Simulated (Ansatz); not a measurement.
Geometry optimisation, RKS B3LYP/def2-SVP (Ansatz).

Input:

```yaml
crystal:
  periodic: [false, false, false]
  atoms:
    - { symbol: Al, position_ang: [0.0, 0.0, 0.0] }
    - { symbol: "N", position_ang: [0.0, 0.0, 2.27] }
    - { symbol: H, position_ang: [-0.877, -0.2713, 2.8] }
    - { symbol: H, position_ang: [0.877, 0.2713, 2.8] }
    - { symbol: H, position_ang: [1.351, 0.0, -0.78] }
    - { symbol: H, position_ang: [-1.351, 0.0, -0.78] }
    - { symbol: Cl, position_ang: [-0.3164, 2.38, 0.7978] }
    - { symbol: H, position_ang: [-0.1701, 1.2795, 2.0062] }
basis:
  gaussian: { orbitals: def2-SVP }
hamiltonian:
  xc: b3lyp
relax:
  f_tol: 0.15
  max_steps: 25
  restrain:
    - { distance: [0, 6], at: 2.23, k: 30.0 }
    - { distance: [7, 1], at: 1.06, k: 30.0 }
    - { distance: [0, 1], at: 3.12, k: 30.0 }
    - { distance: [7, 6], at: 2.57, k: 30.0 }
```

Command:

```bash
$ ansatz run input.yaml --threads 1 --pin off --max-ram 2048MiB --backend cpu --events-out ev --progress --plain --runs-dir out
```

Question: Where does it end, and by what steps?

Answer: The run converged. The restraints hold the end off the free minimum. After 6 steps the energy has fallen by 1.391 eV (the restraints' own energy left out); Al1 moved furthest, 0.73 Å.

| step | energy less start (eV) | largest force component (eV/Å) | accepted |
| --- | --- | --- | --- |
| 0 | 0.0000 | 2.661 | yes |
| 1 | -0.3116 | 3.890 | yes |
| 2 | -0.5401 | 3.520 | yes |
| 3 | -0.8591 | 2.819 | yes |
| 4 | -1.0588 | 2.542 | yes |
| 5 | -1.2618 | 1.732 | yes |
| 6 | -1.3914 | 1.112 | yes |

```xyz
8
Properties=species:S:1:pos:R:3
Al -0.061 0.496 -0.526
N -0.035 0.101 2.539
H -0.763 -0.353 3.085
H 0.861 0.001 3.010
H 1.399 -0.016 -0.836
H -1.420 -0.220 -0.877
Cl -0.226 2.539 0.286
H -0.242 1.112 2.432
```

The run took 18 s on 1 thread of Arm Neoverse V2, with other jobs on the host, peak memory 0.16 GiB.
